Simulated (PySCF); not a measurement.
Consider isobutane, `CC(C)C` (C4H10). Numbering: `[CH3:1][CH:2]([CH3:3])[CH3:4]`

Computed at ωB97X-D3(BJ)/ma-def2-TZVP // PBE0-D3(BJ)/def2-SVP with PySCF (density fitting, grid level 2). The prefix ma- adds one diffuse s and one diffuse p function on all atoms but H. Zero-point and thermal terms (298.15 K, 1 bar) come from unscaled PBE0-D3(BJ)/def2-SVP harmonic frequencies, with soft modes damped to free rotors in the entropy.

(1) What are the vertical and the adiabatic ionisation energy for forming the radical cation?

(2) Where does the unpaired spin of the relaxed radical cation sit?

(3) What oxidation potential follows in acetonitrile (IEF-PCM), given that Fc+/Fc comes at 4.54 V absolute with this functional and basis?

(4) How far is −ε(HOMO) from the vertical value by ΔSCF?

## Answers

(1) 11.49 eV vertical and 10.40 eV adiabatic, the latter with zero-point energy.

(2) C2 (methine carbon) 0.36, C4 (methyl carbon) 0.26, H (on C2) 0.18, H (on C4) 0.09 (intrinsic atomic orbital populations). This structure is symmetry-broken (see the note below).

(3) In the gas phase ΔG of oxidation is 10.333 eV, and solvation is -3.0 kJ/mol for the parent and -249.3 kJ/mol for the product, so the absolute potential is 7.78 V, or 3.24 V against Fc+/Fc. Fc+/Fc in acetonitrile, 4.54 V, is ωB97X-D3(BJ)/ma-def2-TZVP on PBE0-D3(BJ)/def2-SVP structures with GFN2-xTB thermal terms. Benchmark calculations put it near 5.0 V in acetonitrile and DMSO, so it is about 0.5 V low, and the value against it can read up to that much too high. The solvent is electrostatics only, on gas-phase structures; the absolute scale refers to an electron at rest in vacuum.

(4) −ε(HOMO) = 11.48 eV, which is 0.01 eV below the ΔSCF value.

Caveats: C1 and C4 are equivalent in the parent, but the relaxed radical cation is symmetry-broken (C3v to C1), as a Jahn-Teller-type distortion or an artefact of the method; its spin populations, distances and adiabatic value belong to that structure.
